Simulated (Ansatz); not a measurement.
# LiC (quartet): from Hartree-Fock to the top rungs, aug-cc-pVTZ

One table from this session's results is given with a row withheld; the runs are named, their logs left out.

Method: aug-cc-pVTZ, core rule «outside noble gas», up to 2 orbitals frozen; program: Ansatz 0.2.0, Gaussian basis.

The runs, in order: UHF; CCSD(T) on ROHF; CCSD(T) on UHF; BCCD(T) on ROHF; CCSDT(Q) on ROHF; CCSDT(Q) on UHF.

22 further runs of the same task are left out: 5 for a known fault of the program, 6 that didn't finish, 11 set aside as unsound or not needed. Runs told in other sessions of the task aren't counted.

### What is computed

The geometry is a PBE0/def2-TZVP stationary point (not a proven minimum) of the parent state, kept for this charge and spin.

2 atoms, charge 0, spin multiplicity 4.

Atoms are counted from 1 here; the program's logs count them from 0.

Bond lengths: C1–Li2 2.280 Å.

The first run:

in.yaml reads:

```yaml
crystal:
  periodic: [false, false, false]
  atoms:
    - {symbol: C, position_ang: [0.000000, 0.000000, 0.000000]}
    - {symbol: Li, position_ang: [0.000000, 0.000000, 2.280000]}
basis:
  gaussian: {orbitals: aug-cc-pVTZ}
magnetization: {spin_polarized: true, initial_magnetization: 3}
hamiltonian: {xc: hf}
output: {orbitals: {seedname: orbitals}}
```

Started as:

```sh
$ ansatz run in.yaml --threads 1 --pin off --events-out ev --progress --plain --max-ram 2393MiB
```

Among the steps run: UHF; CCSD(T) on ROHF; CCSD(T) on UHF; BCCD(T) on ROHF; CCSDT(Q) on ROHF; CCSDT(Q) on UHF.

One table of the session follows, with a row left open; its other results are not shown here.

It belongs to the step «Misses and costs». 

```
   method  from UCCSDT(Q) (kcal/mol)
     ROHF                     +74.28
      UHF                     +73.35
     RMP2                          ?
     UMP2                     +13.46
    RCCSD                      +3.45
    UCCSD                      +3.39
 RCCSD(T)                      +0.64
 UCCSD(T)                      +0.60
  BCCD(T)                      +0.64
   RCCSDT                      +0.15
   UCCSDT                      +0.11
RCCSDT(Q)                      +0.05
UCCSDT(Q)                          0
```

**Question.** Estimate the row for RMP2.

As computed: from UCCSDT(Q) (kcal/mol): +13.70. In the column «from UCCSDT(Q) (kcal/mol)» it lies between UMP2 (+13.46) and UHF (+73.35).

To keep in mind: Restricted and unrestricted rows rest on different reference determinants; a gap between their highest levels can come from leftover correlation error, from unlike frozen cores or from another state.
